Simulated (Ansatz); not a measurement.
Write a Python script for the Ansatz DFT code, driven from Python that makes a relaxed scan of one distance of ClH3NSi, SMILES [NH][SiH2]Cl. Settings (for the species named): PBE0, def2-SVP basis, multiplicity 2, D3BJ dispersion.

```xyz
6

N    -1.1099   -0.6751   -0.5057
Si    0.3029    0.0580    0.1436
Cl    1.5231   -1.3903    0.8443
H    -1.6590    0.1592   -0.8575
H     1.0248    0.8008   -0.9358
H    -0.0398    0.9833    1.2650
```

The script, `clh3nsi.py`:
```python
"""Relaxed scan of one distance in ClH3NSi."""

import ansatz as az
from ase import Atoms
import numpy as np


def main() -> None:
    atoms = Atoms(["N", "Si", "Cl", "H", "H", "H"], positions=[
        [-1.1099, -0.6751, -0.5057],
        [0.3029, 0.058, 0.1436],
        [1.5231, -1.3903, 0.8443],
        [-1.659, 0.1592, -0.8575],
        [1.0248, 0.8008, -0.9358],
        [-0.0398, 0.9833, 1.265],
    ])
    molecule = az.Crystal.molecule_from_ase(atoms)

    calculation = (
        molecule.calculation()
        .basis(gaussian="def2-SVP")
        .functional("pbe0", dispersion="d3bj")
        .spin("collinear", total=1)
    )
    symbols = [site.symbol for site in molecule.cartesian_sites]
    pairs = [(0, 1), (0, 3), (1, 2), (1, 4), (1, 5)]
    print("held (A)   E (eV)        ", "  ".join(f"{symbols[i]}{i}-{symbols[j]}{j}" for i, j in pairs))
    for length in [1.37, 1.49, 1.61, 1.79, 2.02]:
        summary = calculation.relax(constraints=[az.DistanceConstraint((1, 5), at=length)], force_tolerance=0.02, max_steps=60).run(threads=1, pin="off").report
        xyz = np.array(summary["positions_ang"])
        print(f"{length:6.2f} {summary['free_energy_ev']:14.5f}  ", "  ".join(f"{np.linalg.norm(xyz[i] - xyz[j]):.3f}" for i, j in pairs))


if __name__ == "__main__":
    main()
```

```console
$ python clh3nsi.py
held (A)   E (eV)         N0-Si1  N0-H3  Si1-Cl2  Si1-H4  Si1-H5
DeckWarning: relax.constraints: the input's atoms, or those drawn, lie off the distances that are held; a relaxation that starts there is brought onto them ahead of its first SCF, by positions alone, an atom by 6.19e-2 Å at the most. With the symmetry detection on, the symmetry is detected on the input's atoms as so brought (as typed, where only the drawn atoms reach the distances), and notices that speak of the structure as typed mean those atoms
  1.37   -21921.91119   1.754  1.030  2.060  1.494  1.370
  1.49   -21922.07231   1.751  1.030  2.058  1.493  1.490
  1.61   -21921.96942   1.748  1.029  2.056  1.492  1.610
  1.79   -21921.56151   1.741  1.029  2.052  1.490  1.790
  2.02   -21920.88451   1.723  1.028  2.045  1.487  2.020
```
(Warnings from the package without file and line, repeats left out.)

Notes:
- Total energies depend on the basis set; only differences at equal settings carry meaning.
- The energies are electronic: no zero-point or thermal terms, and the basis set is short of its limit.
- The species is open-shell (spin multiplicity 2).
- Run time: 110 s on 1 thread of Arm Neoverse V2, with other jobs on the host, peak memory 0.23 GiB.
